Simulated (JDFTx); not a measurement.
Part of a log of a modified build of JDFTx for nitrogen, N2 (SMILES N#N), charge 0, multiplicity 1 (PBE, GBRV ultrasoft potentials, plane waves to 20/100 Ha):

```
unit cell volume = 3546.57
Chosen fftbox size, S = [  80  70  70  ]
unit cell volume = 3546.57
Chosen fftbox size, S = [  70  60  60  ]
  'N' pseudopotential, 'SLA  PW   PBE  PBE' functional
  5 valence electrons, 2 orbitals, 4 projectors, 729 radial grid points, with lMax = 1
Initialized 1 species with 2 total atoms.
Folded 1 k-points by 1x1x1 to 1 k-points.
nElectrons:  10.000000   nBands: 8   nStates: 1
average nbasis = 15113.000 , ideal nbasis = 15151.201
Correction to mu due to finite nuclear width = -0.00279764
   Cavity determined by nc: 0.00142 and sigma: 0.707107
   Nonlocal vdW cavity from gaussian model electron density with norm = 8 and sigma = 0.993594 bohr
   Charge asymmetry in cavity with sensitivity pCavity = 36.5 e-bohr/Eh
   Electrostatic cavity expanded by eta = 1.46 bohrs
   Weighted density cavitation model constrained by Nbulk: 0.0049383 bohr^-3, Pvap: 3.14029 kPa, Rvdw: 2.61727 bohr and sigmaBulk: 4.62e-05 Eh/bohr^2 at T: 298 K.
   Weighted density dispersion model using vdW pair potentials with single solvent site with sqrtC6eff: 0.77 SI.
[...]
Will mix electronic density at each iteration.
	Linear fluid (dielectric constant: 78.4, screening length: 4.0613 Bohr) occupying 0.795582 of unit cell:	Completed after 11 iterations
[... later lines of the fluid solver are left out ...]
SCF: Cycle:  0   Etot: -19.960412499186070   dEtot: -9.091e-05   |Residual|: 3.086e-03   |deigs|: 3.631e-04
SCF: Cycle:  1   Etot: -19.960416264105369   dEtot: -3.765e-06   |Residual|: 1.614e-03   |deigs|: 9.131e-04
[... lines cut ...]
SCF: Cycle:  7   Etot: -19.960418428731472   dEtot: -2.758e-08   |Residual|: 2.472e-04   |deigs|: 2.359e-04
SCF: Cycle:  8   Etot: -19.960418466559730   dEtot: -3.783e-08   |Residual|: 5.139e-05   |deigs|: 1.507e-04
SCF: Cycle:  9   Etot: -19.960418476076175   dEtot: -9.516e-09   |Residual|: 6.682e-05   |deigs|: 1.103e-04
SCF: Cycle: 10   Etot: -19.960418478875095   dEtot: -2.799e-09   |Residual|: 5.290e-05   |deigs|: 7.730e-05
SCF: Converged (|Delta E|<1.000000e-08 for 2 iters).
Converging empty states (this may take a while): |deigs|: 1.918e-04

# Energy components:
   A_diel =        0.0016582190124448
   Eewald =        2.8333097138023229
       EH =       18.8124209383301420
     Eloc =      -50.3119169233689618
      Enl =        3.2212990996779833
      Exc =       -5.2093991256388810
 Exc_core =        0.1772397633088397
       KE =       10.5149698360010184
-------------------------------------
     Etot =      -19.9604184788750949


	eMin: -1.034483 at state 0 ( [ +0.000000 +0.000000 +0.000000 ] spin 0 )
	HOMO: -0.368973 at state 0 ( [ +0.000000 +0.000000 +0.000000 ] spin 0 )
	LUMO: -0.063820 at state 0 ( [ +0.000000 +0.000000 +0.000000 ] spin 0 )
	HOMO-LUMO gap: +0.305153
```

Q: Which solvation model was used?
(A) CANDLE
(B) SCCS (anion parameters)
(C) linear PCM without cavity terms (LA12)
(D) linear PCM (GLSSA13)

A: A, CANDLE. The liquid was water (dielectric constant 78.4), 2 M NaF.
